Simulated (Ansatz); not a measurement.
Working through a ladder of basis sets of Al2

Program: the Ansatz DFT code, driven from Python.

At the Python prompt:
```pycon
>>> from dataclasses import dataclass
>>> import ansatz as az
>>> from ase import Atoms
>>> @dataclass(frozen=True)
... class Options:
...     functional: str = "b3lyp"
...
>>> opts = Options()
>>> atoms = Atoms(["Al", "Al"], positions=[
...     [0.0, 0.0, 0.0],
...     [0.0, 0.0, 2.39],
... ])
>>> al2 = az.Crystal.molecule_from_ase(atoms)
>>> job = (
...     al2.calculation()
...     .functional(opts.functional)
...     .spin("collinear", total=2)  # spin-polarised run
... )
>>> energies = {}
>>> for basis in ["STO-3G", "6-31G", "6-31G*", "def2-SVP", "def2-SVPD", "def2-TZVP", "def2-TZVPP"]:
...     summary = job.basis(gaussian=basis).run().report
...     size = summary["n_frozen"] + summary["n_occupied"][0] + summary["n_virtual"][0]
...     energies[basis] = (summary["reference_energy_ev"] / 27.211386246, summary["free_energy_ev"] / 27.211386246)
...     print(f"{basis:14s} {size:4d} orbitals  reference {energies[basis][0]:14.6f} Ha  total {energies[basis][1]:14.6f} Ha")
...
STO-3G           18 orbitals  reference    -478.769244 Ha  total    -478.769244 Ha
6-31G            26 orbitals  reference    -484.765874 Ha  total    -484.765874 Ha
6-31G*           38 orbitals  reference    -484.778474 Ha  total    -484.778474 Ha
def2-SVP         36 orbitals  reference    -484.646665 Ha  total    -484.646665 Ha
def2-SVPD        48 orbitals  reference    -484.648900 Ha  total    -484.648900 Ha
def2-TZVP        74 orbitals  reference    -484.819252 Ha  total    -484.819252 Ha
def2-TZVPP       84 orbitals  reference    -484.819307 Ha  total    -484.819307 Ha
>>> last = energies["def2-TZVPP"][1]
>>> for basis, (_, total) in energies.items():
...     print(f"{basis:14s} lies {27.211386 * (total - last):9.4f} eV above def2-TZVPP")
...
STO-3G         lies  164.6306 eV above def2-TZVPP
6-31G          lies    1.4540 eV above def2-TZVPP
6-31G*         lies    1.1111 eV above def2-TZVPP
def2-SVP       lies    4.6979 eV above def2-TZVPP
def2-SVPD      lies    4.6370 eV above def2-TZVPP
def2-TZVP      lies    0.0015 eV above def2-TZVPP
def2-TZVPP     lies    0.0000 eV above def2-TZVPP
```

Against STO-3G: 6-31G -5996.6 mHa, 6-31G* -6009.2 mHa, def2-SVP -5877.4 mHa, def2-SVPD -5879.7 mHa, def2-TZVP -6050.0 mHa and def2-TZVPP -6050.1 mHa. The last step alone is -0.06 mHa (these two sets differ little on atoms other than hydrogen).

Reading the output:
- The drop along the ladder measures the basis error, and is no property of the molecule.
- The geometry is a force-field or estimated start, not a minimum of this method, and the last set is no limit. Much of the fall in a total is atomic energy, which cancels in bond and reaction energies.
- The species is open-shell (spin multiplicity 3).
- b3lyp holds the VWN-RPA fit, as in Gaussian; the form of ORCA and Turbomole is b3lyp5.
- Totals across families of basis sets mostly measure their core functions.
- The spin state was assumed, and another may lie lower.
- Finished in 20 s on 1 thread of Arm Neoverse V2, with other jobs on the host, peak memory 0.28 GiB.
